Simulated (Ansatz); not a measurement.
hcp Sc, treated with r²SCAN-D4 in Ansatz (PAW).

Run with plane-wave cutoff 560 eV, 18×18×10 k mesh (along the axes of the cell as run), Fermi–Dirac smearing 0.05 eV, scalar-relativistic PAW data made under PBE.

Properties against volume:

Shape and atoms are relaxed at each volume.

| V (Å³/atom) | P (GPa) | c (Å) | a (Å) |
|---|---|---|---|
| 23.691 | 2.42 | 5.091 | 3.278 |
| 24.185 | 1.16 | 5.133 | 3.299 |
| 24.678 | 0.00 | 5.173 | 3.319 |
| 25.172 | -1.07 | 5.211 | 3.340 |
| 25.666 | -2.05 | 5.251 | 3.360 |

Note: the bulk modulus comes from volumes at which shape and atoms were relaxed.

Ansatz is an electronic-structure program.
